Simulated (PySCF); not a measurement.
**Broadened absorption spectrum of C3H9N**

C3H9N.
Bonds: C1–N2, N2–C3, N2–C4. Hydrogens: H5, H6, H7 on C1; H8, H9, H10 on C3; H11, H12, H13 on C4.

Level of theory: TDDFT CAM-B3LYP/aug-cc-pVTZ, vertical, gas phase, core orbitals frozen in the response in PySCF. Isolated species at its PBE0-D3(BJ)/def2-TZVP geometry, gas phase.

Computed states:

```
state  E (eV)       f
   S1    5.39   0.020
   S2    6.11  0.0018
   S3    6.11  0.0018
   S4    6.18   0.092
   S5    6.74   0.011
   S6    6.74   0.011
   S7    6.81  0.0020
   S8    7.01   0.021
   S9    7.01   0.021
  S10    7.63  0.0032
```

Each state is given a Gaussian of 0.4 eV full width at half maximum, with ε(max) = 2.175×10⁸ f / Δν̃ (Δν̃ the width in cm⁻¹). The width is an assumption, not a result. The curve ends short of the highest state used, and states not computed would add to its high-energy end.

Question: Give the broadened spectrum and its maxima.

Answer: 
E (eV), ε (L mol⁻¹ cm⁻¹) and a bar:
```
     4.79          3 
     4.83          6 
     4.87         12 
     4.91         24 
     4.95         46 
     4.99         82 
     5.04        158 #
     5.08        250 #
     5.12        375 ##
     5.16        532 ##
     5.20        713 ###
     5.24        905 ####
     5.28       1087 #####
     5.32       1234 ######
     5.36       1326 ######
     5.40       1348 ######
     5.44       1297 ######
     5.48       1181 #####
     5.52       1019 #####
     5.56        835 ####
     5.60        657 ###
     5.64        507 ##
     5.69        393 ##
     5.73        384 ##
     5.77        471 ##
     5.81        676 ###
     5.85       1023 #####
     5.89       1530 #######
     5.93       2200 ##########
     5.97       3011 ##############
     6.01       3909 ##################
     6.05       4806 ######################
     6.09       5595 ##########################
     6.13       6167 #############################
     6.17       6434 ##############################
     6.21       6357 ##############################
     6.25       5952 ############################
     6.29       5287 #########################
     6.34       4254 ####################
     6.38       3412 ################
     6.42       2668 ############
     6.46       2092 ##########
     6.50       1717 ########
     6.54       1543 #######
     6.58       1542 #######
     6.62       1674 ########
     6.66       1897 #########
     6.70       2170 ##########
     6.74       2463 ###########
     6.78       2752 #############
     6.82       3019 ##############
     6.86       3245 ###############
     6.90       3411 ################
     6.94       3491 ################
     6.98       3465 ################
     7.03       3263 ###############
```

Maxima: 230 nm (5.39 eV), ε about 1300, made up of S1 (100%); 201 nm (6.18 eV), ε about 6400, made up of S4 (96%); 178 nm (6.95 eV), ε about 3500, made up of S8 (39%) and S9 (39%) (ε in L mol⁻¹ cm⁻¹; maxima over ε = 5, shares over 10%).

Question: What would ε be at 6.18 eV, the highest of these maxima, with half the width (0.2 eV)?

Answer: About 12800 L mol⁻¹ cm⁻¹ against 6450, a factor of about 1.98; a lone state at its own centre would give exactly 2.

Question: On this curve, what absorbance would a 10⁻⁴ mol/L sample give at 248 nm over a 1 cm path?

Answer: 248 nm is 4.999 eV, where ε is about 94 L mol⁻¹ cm⁻¹, so A = ε c l ≈ 0.0094 (Beer–Lambert, with the gas-phase spectrum and the assumed width).

Question: Coming from long wavelengths, where does ε first pass 100 L mol⁻¹ cm⁻¹?

Answer: At about 248 nm (5.00 eV), 0.39 eV below S1.

Hardware: Intel Xeon 6975P-C, 2 threads (shared host). Cost: 23 s wall, 52 s CPU, 1.9 GiB resident at most.
